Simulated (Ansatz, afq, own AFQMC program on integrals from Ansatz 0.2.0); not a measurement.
Two steps: Ansatz 0.2.0 writes the Fock matrix and Cholesky factors of the valence space, and afq projects on them the lowest state that overlaps trial and start.

```yaml
crystal:
  periodic: [false, false, false]
  atoms:
    - {symbol: B, position_ang: [0.000000, -0.004188, 0.074295]}
    - {symbol: H, position_ang: [0.000000, 0.771086, -1.064930]}
    - {symbol: H, position_ang: [0.000000, -0.004188, 1.248509]}
    - {symbol: H, position_ang: [0.000000, -0.721972, -0.980451]}
basis:
  gaussian: {orbitals: cc-pVDZ}
total_charge: 1
magnetization: {spin_polarized: true, initial_magnetization: 1}
correlation: {method: ccsd_t, electrons: outside_noble_gas, hamiltonian_folder: ham}
```

```sh
$ ansatz run in.yaml --threads 1 --pin off --events-out ev --progress --plain --max-ram 1382MiB
```

Options of the walk:

```
--method free --trial cid --walkers 200 --time-step 0.02 --max-blocks 30 --target-error 0.00054 --factor-cut 1e-05 --seed 6744 --times 0.0,0.5,1.0,2.0,3.0,4.0 --taylor-order 6
```

Times are imaginary, in 1/Eh. The walk had a cap of 213 s.

```
orbitals 28  electrons 3 2  factors 210 of 261
reference energy -25.97741330 Eh
CCSD correlation -0.08983270 Eh in 10 cycles, weight of the determinant in the CISD state 0.9493
repeat  energy at the last time / Eh  error
    10  -26.068817  0.000094
    20  -26.068902  0.000092
    30  -26.068905  0.000088
time / (1/Eh)  energy / Eh  error  mean overlap
  0.00  -26.067254  0.000014  1.0523
  0.50  -26.068509  0.000037  1.0540
  1.00  -26.068774  0.000037  1.0519
  2.00  -26.068980  0.000050  1.0519
  3.00  -26.069017  0.000090  1.0421
  4.00  -26.068905  0.000088  1.0538
energy -26.068905 +/- 0.000088 Eh
```

Problem. Estimate how long the walk took on 1 thread of Arm Neoverse N1, with other jobs on the host.

Solution. 3.3 min of wall time.

The run passed its tests (error under three times the target), which doesn't prove that it has relaxed.

Against this walk (error 2.4 meV) on the same determinant: CCSD(T) 9.5 meV higher, CCSDT(Q) 2.7 meV lower (within the noise), full CI 2.8 meV lower (within the noise). The error is statistical, and a free projection of finite length keeps a remainder of its start. The last points scatter (meV from the last: 10.8 ± 1.0 at 0.50, 3.5 ± 1.0 at 1.00, -2.1 ± 1.4 at 2.00, -3.0 ± 2.4 at 3.00, 0.0 ± 2.4 at 4.00); the last is the one printed as the energy, and the gaps above move with that scatter.

Cautions: remainder of the start not in the error.

CCSDT and higher add their correlation energy to the determinant of the CCSD(T) run, since their own runs factorise the integrals more tightly (a shift of under 2 meV). A walk keeps the symmetry of its determinant, which the program's search chose and which needn't be the lowest solution, so a lower state of the same spin and another symmetry isn't excluded.
